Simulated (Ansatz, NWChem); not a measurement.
## Ansatz → NWChem

Ansatz 0.2.0 runs this on triplet SiH3F:

input.yaml:
```yaml
crystal:
  periodic: [false, false, false]
  atoms:
    - {symbol: F, position_ang: [-1.274600, 0.162800, 0.858000]}
    - {symbol: Si, position_ang: [0.043300, -0.019300, -0.030700]}
    - {symbol: H, position_ang: [-0.367800, -0.192600, -1.443700]}
    - {symbol: H, position_ang: [0.768600, -1.217900, 0.451600]}
    - {symbol: H, position_ang: [0.880500, 1.193400, 0.123400]}
basis:
  gaussian:
    orbitals: def2-TZVPP
magnetization:
  spin_polarized: true
  initial_magnetization: 2
hamiltonian:
  xc: {name: B2PLYP}
correlation:
  frozen_orbitals: {F: 1, H: 0, Si: 5}
accuracy: high
output:
  orbitals: {seedname: orbitals}
```

```bash
$ ansatz run input.yaml --threads 1 --pin off --max-ram 3480MiB --events-out events.jsonl --progress --plain --runs-dir runs
```

The coordinates come from a PBE0-D4/def2-TZVP relaxation. That shape belongs to the parent species and isn't relaxed for this state.

It gives a total energy of -390.781895 Eh.

Translate the job to NWChem 7.3.0 as an input file of the program's own.

This input was run:

test.xyz:
```
5
FH3Si
F     -1.274600     0.162800     0.858000
Si     0.043300    -0.019300    -0.030700
H     -0.367800    -0.192600    -1.443700
H      0.768600    -1.217900     0.451600
H      0.880500     1.193400     0.123400
```

test.nw:
```
start test
title "FH3Si"
memory 2200 mb
geometry noautosym nocenter noautoz
  load test.xyz
end
basis spherical bse
  F library def2-TZVPP
  Si library def2-TZVPP
  H library def2-TZVPP
end
dft
  xc hfexch 0.53 becke88 0.47 lyp 0.73 mp2 0.27
  dftmp2 semidirect
  mult 3
  grid fine
  convergence energy 1e-08
  maxiter 100
  mulliken
  noprint "final vectors analysis"
end
mp2
  freeze core 6
end
task dft energy
```

```bash
$ nwchem test.nw > test.out
```

Its energy is -390.781785 Eh, 0.110 mEh from the first; the programs' integration grids differ.
